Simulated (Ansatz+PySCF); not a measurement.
A calculation with PySCF 2.14.0.

```python
from pyscf import gto, scf

mol = gto.M(atom="""
Na 0.000000 0.000000 -1.010230
O 0.000000 0.000000 1.002150
H 0.000000 0.702580 1.547660
H 0.000000 -0.702580 1.547660
""", basis='def2-svp', charge=1, spin=0)
mf = scf.UHF(mol)
mf.init_guess = 'atom'
mf.kernel()
while True:  # follow internal instabilities
    mo, _, stable, _ = mf.stability(return_status=True)
    if stable: break
    mf.kernel(mf.make_rdm1(mo, mf.mo_occ))
print(mf.converged, mf.e_tot, mf.spin_square()[0])
```

The script is written out from the run's settings.

Results

- Converged: yes
- Total energy: -237.60741 hartree
- Spin squared of the determinant: 0.000
